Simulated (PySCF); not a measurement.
Numbering as in the mapped SMILES `[CH2:1]=[N:2][CH3:3]` (H(Xn): hydrogen on atom n). Ha(C1) is cis to C3; Hb(C1) is trans to C3.

[PySCF: structure optimised with PBE0-D3(BJ)/def2-SVP; couplings computed with B3LYP/pcJ-1; CAM-B3LYP/pcSseg-2 with gauge-including orbitals; rapidly exchanging positions averaged; no relativistic terms; a single conformation; in vacuum]

Predict the 2D correlation tables (HSQC, COSY, HMBC).

Results:



HSQC (one-bond C–H):
```tsv
δH	δC	¹J(C,H) (Hz)
7.66 (Ha(C1))	163.6 (C1)	160
7.17 (Hb(C1))	163.6 (C1)	191
3.49 (H(C3))	54.0 (C3)	139
```

COSY cross peaks (|J| ≥ 2 Hz):
```tsv
δH	δH	abs. J (Hz)	bonds
7.66 (Ha(C1))	7.17 (Hb(C1))	19.4	2
7.66 (Ha(C1))	3.49 (H(C3))	2.3	4
7.17 (Hb(C1))	3.49 (H(C3))	2.8	4
```

HMBC (two and three bonds, |J| ≥ 2.5 Hz):
```tsv
δH	δC [abs. J in Hz]
7.66 (Ha(C1))	54.0 (C3) [16.6]
7.17 (Hb(C1))	54.0 (C3) [21.3]
3.49 (H(C3))	163.6 (C1) [11.0]
```

Shifts are taken against calculated references (same method and geometry level): ¹H, ¹³C against TMS.

Short H···H contacts in this conformer between protons four or more bonds apart (candidates for NOE cross peaks, intensity ∝ r⁻⁶): Ha(C1)···H(C3) 2.25 Å.

Shifts are as computed, not scaled to solution data. Of 1211 compounds with measured shifts, 218 miss one by over three times the rms of a fit or turn the order of signals round; such compounds aren't used in these exercises.
